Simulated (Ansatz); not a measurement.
# AlBSi: the cost of one run

The runs use Ansatz 0.2.0, Gaussian basis; cc-pVTZ, core rule «outside noble gas», up to 11 orbitals frozen.

To be run: UHF; CCSD(T) on RHF; CCSD(T) on UHF; BCCD(T) on RHF; CCSDT(Q) on RHF; CCSDT(Q) on UHF.

6 further runs of the same task are left out: 2 for a known fault of the program, 4 set aside as unsound or not needed.

## (1) What is computed

The geometry is a PBE0/def2-TZVP stationary point (not a proven minimum).

3 atoms, charge 0, spin multiplicity 1.

Atoms are counted from 1 here; the program's logs count them from 0.

Bond lengths: Al1–B2 1.956 Å, Al1–Si3 2.412 Å, B2–Si3 1.863 Å. Angles: B2–Al1–Si3 49.2°, Al1–B2–Si3 78.3°, Al1–Si3–B2 52.6°.

## (2) UHF

The input, in.yaml:

```yaml
crystal:
  periodic: [false, false, false]
  atoms:
    - {symbol: Al, position_ang: [0.000000, -0.235516, 1.239346]}
    - {symbol: B, position_ang: [0.000000, 1.236586, -0.048093]}
    - {symbol: Si, position_ang: [0.000000, -0.249742, -1.172118]}
basis:
  gaussian: {orbitals: cc-pVTZ}
magnetization: {spin_polarized: true, initial_magnetization: 0}
hamiltonian: {xc: hf}
output: {orbitals: {seedname: orbitals}}
```

On the command line:

```
ansatz run in.yaml --threads 1 --pin off --events-out ev --progress --plain --max-ram 3968MiB --backend cpu
```

**Question.** How long does this run take on 1 thread of AMD EPYC 7R13, shared host, and how much memory does it need?

About 16 s, with a peak of 0.27 GiB.
